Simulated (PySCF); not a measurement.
CH3S, SMILES [S]C, multiplicity 2. Atoms are numbered in the order given.

```xyz
5

C     -1.1057    -0.0086     0.0000
S      0.6917    -0.0020     0.0000
H     -1.5066    -0.4786     0.8974
H     -1.4196     1.0407     0.0000
H     -1.5066    -0.4786    -0.8974
```
Charge 0, spin multiplicity 2.

Geometry: B3LYP-D3(BJ)/def2-TZVP. The isomer is the one that the SMILES or the coordinates give; other isomers of the formula were not compared.

All values below come from PBE/def2-TZVPD (PySCF).

```
Item                                                                                                             Value
---------------------------------------------------------------------------------------------  -----------------------
total energy                                                                                        -437.85404 hartree
point group                                                                                                         Cs
α spin, highest occupied and lowest empty level                                                     -5.72 and -0.54 eV
β spin, highest occupied and lowest empty level                                                     -5.40 and -5.00 eV
dipole moment                                                                                                   1.75 D
quadrupole, principal values (traceless, Buckingham form, about the centre of nuclear charge)    -2.41, 0.90, 1.51 D·Å
mean static polarisability                                                                        36.6 bohr³ (5.43 Å³)
polarisability, principal values                                                                30.5, 34.6, 44.8 bohr³
⟨S²⟩                                                                                           0.754 (pure state 0.75)
```
